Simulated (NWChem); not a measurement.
# PBE50/6-31++G(d,p) (Cartesian functions, SMD ethanol) run of CH2AlN (AlH2(CN))

Aim: the energy difference between two shapes of CH2AlN (AlH2(CN)) at PBE50/6-31++G** (Cartesian functions, SMD ethanol), from 2 runs. 

The calculation is run with NWChem 7.3.0.

3 further runs of the same task are left out: 3 set aside as unsound or not needed.

**1. The system as given**

The species is CH2AlN (5 atoms), meant as a singlet with charge 0. As SMILES, `[H][Al]([H])[C]#N`. The shape comes from GFN2-xTB, which is rough for such elements, and wasn't checked as a minimum.

Bond lengths: Al1–C4 1.977 Å, C4–N5 1.154 Å, Al1–H2 1.545 Å, Al1–H3 1.546 Å. Angles: Al1–C4–N5 179.7°, H2–Al1–C4 120.1°, H3–Al1–C4 120.4°, H2–Al1–H3 119.5°.

**2. The charge distribution at PBE50/6-31++G(d,p) (Cartesian functions, SMD ethanol)**

a.nw

```
echo
start a
memory 2200 mb

geometry units angstrom noautosym nocenter noautoz
   Al     0.353320     0.616070     0.007940
   H      1.897570     0.618400     0.058740
   H     -0.410240     1.959830    -0.023840
   C     -0.634730    -1.095760    -0.014750
   N     -1.205910    -2.098530    -0.028080
end

basis
   * library 6-31++G**
end

cosmo
   do_cosmo_smd true
   solvent ethanol
end

dft
   xc xpbe96 0.5 cpbe96 1.0 hfexch 0.5
   grid coarse
   mulliken
   print medium
end

property
   esp
   efield
   octupole
   efieldgrad
end

task dft property
```

Run with:

```
$ nwchem a.nw > a.out
```

The program printed:

```text
[...]
          Wavefunction type:  closed shell.
          No. of atoms     :     5
          No. of electrons :    28
[...]
          Charge           :     0
          Spin multiplicity:     1
[...]
          AO basis - number of functions:    73
[...]
              XC Information
              --------------
                     Hartree-Fock (Exact) Exchange  0.500
          PerdewBurkeErnzerhof Exchange Functional  0.500
            Perdew 1991 LDA Correlation Functional  1.000 local
           PerdewBurkeErnz. Correlation Functional  1.000 non-local
[...]
 d= 0,ls=0.0,diis     1   -336.1906170473 -4.05D+02  1.39D-02  3.89D-01     0.8
[...]
 d= 0,ls=0.0,diis     7   -336.2739471471 -4.94D-08  3.76D-06  9.47D-09     9.5
         Total DFT energy =     -336.273947147107
      One electron energy =     -598.034996685226
           Coulomb energy =      225.381416486025
    Exchange-Corr. energy =      -31.448371180298
 Nuclear repulsion energy =       68.489274817482
             COSMO energy =       -0.661270585090
[...]
      Total Density - Mulliken Population Analysis
     ---------------------------------------------
    Atom       Charge   Shell Charges
 -----------   ------   -------------------------------------------------------
    1 Al  13    11.80   2.00  2.00  5.97  0.91  1.16 -0.22 -0.15  0.02  0.02  0.10
    2 H    1     1.25   0.49  0.71  0.05  0.00
    3 H    1     1.25   0.49  0.71  0.05  0.00
    4 C    6     6.31   1.99  0.72  1.88  0.70  0.58  0.24  0.17  0.03
    5 N    7     7.39   1.99  0.83  2.25  1.10  1.20  0.00  0.02  0.01
[...]
```

Wall time 10 s (1 thread of Intel Xeon 6975P-C (Granite Rapids), shared host); peak memory 0.12 GiB.

Atomic charges (e):

```csv
atom,Mulliken,Löwdin
Al1,+1.200,+0.640
H2,-0.250,-0.090
H3,-0.250,-0.100
C4,-0.310,-0.170
N5,-0.390,-0.290
```

**3. The distorted shape, same level**

geom.nw

```
start geom
memory stack 880 mb heap 220 mb global 1100 mb
charge 0

geometry units angstrom noautosym nocenter noautoz
 Al     0.299195     0.638156     0.010688
 H      1.855079     0.656283    -0.018432
 H     -0.383192     1.916504    -0.088038
 C     -0.646897    -1.098895    -0.029744
 N     -1.224388    -2.081232    -0.070733
end

basis
 * library 6-31++G**
end

cosmo
 do_cosmo_smd true
 solvent ethanol
end

dft
 xc xpbe96 0.5 cpbe96 1.0 hfexch 0.5
 grid coarse
 mulliken
 print low
end

property
 esp
 efield
 octupole
 efieldgrad
end

task dft property
```

Run with:

```
$ nwchem geom.nw > geom.out
```

The program printed:

```text
[...]
 d= 0,ls=0.0,diis     1   -336.1857637047 -4.05D+02  1.39D-02  3.90D-01     0.8
[...]
 d= 0,ls=0.0,diis     7   -336.2686217227 -4.32D-08  3.46D-06  7.86D-09     9.5
         Total DFT energy =     -336.268621722704
      One electron energy =     -599.180018697099
           Coulomb energy =      226.005698777829
    Exchange-Corr. energy =      -31.484161513988
 Nuclear repulsion energy =       69.054411264050
             COSMO energy =       -0.664551553497
[...]
      Total Density - Mulliken Population Analysis
     ---------------------------------------------
    Atom       Charge   Shell Charges
 -----------   ------   -------------------------------------------------------
    1 Al  13    11.80   2.00  2.00  5.97  0.92  1.17 -0.23 -0.16  0.01  0.02  0.10
    2 H    1     1.27   0.49  0.73  0.05  0.00
    3 H    1     1.23   0.51  0.67  0.06  0.00
    4 C    6     6.31   1.99  0.72  1.89  0.70  0.57  0.24  0.17  0.03
    5 N    7     7.39   1.99  0.82  2.27  1.09  1.18  0.01  0.02  0.01
[...]
```

Wall time 10 s (1 thread of Intel Xeon 6975P-C (Granite Rapids), shared host); peak memory 0.12 GiB.

Atomic charges (e):

```csv
atom,Mulliken,Löwdin
Al1,+1.200,+0.640
H2,-0.270,-0.100
H3,-0.230,-0.090
C4,-0.310,-0.170
N5,-0.390,-0.290
```

**4. Results**

At PBE50/6-31++G** (Cartesian functions, SMD ethanol):

```
                                   quantity          value
                  first shape: total energy  -336.27395 Eh
                 first shape: dipole moment         4.56 D
                   first shape: HOMO energy      -10.02 eV
                   first shape: LUMO energy       -0.70 eV
                 first shape: HOMO–LUMO gap        9.32 eV
    first shape: solvent term in the energy   -59.8 kJ/mol
              distorted shape: total energy  -336.26862 Eh
distorted shape: solvent term in the energy   -60.2 kJ/mol
     energy change with the atoms displaced       0.145 eV
```

**Reading.** With the atoms displaced the energy rises by 0.14 eV (3.3 kcal/mol). The first shape isn't relaxed at this level, so the change isn't measured from a minimum. Mulliken charges (distorted shape) run from -0.39 on N5 to +1.20 on Al1; in a basis this large or diffuse they mean little.
